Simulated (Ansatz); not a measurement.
Reaction: H3BO (borinic acid, SMILES OB) → BH2 (SMILES [BH2], doublet) + HO (SMILES [OH], doublet) (the B-O bond breaks)
Each species at its own B3LYP-D3(BJ)/def2-TZVP minimum (Ansatz, a program for electronic structure).

Total energies in hartree (Ansatz). UHF or UKS for unpaired electrons; spin-orbit terms are left out. Cores are frozen in correlated methods. No relativity.

| species | HF/cc-pVTZ | CCSD(T)/cc-pVTZ | HF/cc-pVQZ | CCSD(T)/cc-pVQZ | CCSDT(Q)/cc-pVTZ |
|---|---|---|---|---|---|
| 1: H3BO (SMILES OB) | -101.36850 | -101.74905 | -101.37655 | -101.78090 | -101.74991 |
| 2: BH2 (SMILES [BH2], doublet) | -25.76030 | -25.86304 | -25.76199 | -25.86898 | -25.86351 |
| 3: HO (SMILES [OH], doublet) | -75.41896 | -75.63769 | -75.42557 | -75.66159 | -75.63817 |

**Question.** Work out the bond dissociation energy (electronic) in kJ/mol: take Hartree-Fock from cc-pVQZ, extrapolate the CCSD(T) correlation energy as X^-3 (X = 3, 4), and add CCSDT(Q) - CCSD(T) in cc-pVTZ. 1 hartree = 2625.5 kJ/mol.

**Answer.** 
Species 1: correlation (64·(-0.40435) - 27·(-0.38055))/37 = -0.42172; step -0.00086; E1 = -101.37655 + (-0.42172) + (-0.00086) = -101.79913
Species 2: correlation (64·(-0.10699) - 27·(-0.10274))/37 = -0.11009; step -0.00047; E2 = -25.76199 + (-0.11009) + (-0.00047) = -25.87255
Species 3: correlation (64·(-0.23602) - 27·(-0.21873))/37 = -0.24864; step -0.00048; E3 = -75.42557 + (-0.24864) + (-0.00048) = -75.67469
-1·E1 +1·E2 +1·E3 = 0.25189 hartree = 661.3 kJ/mol.
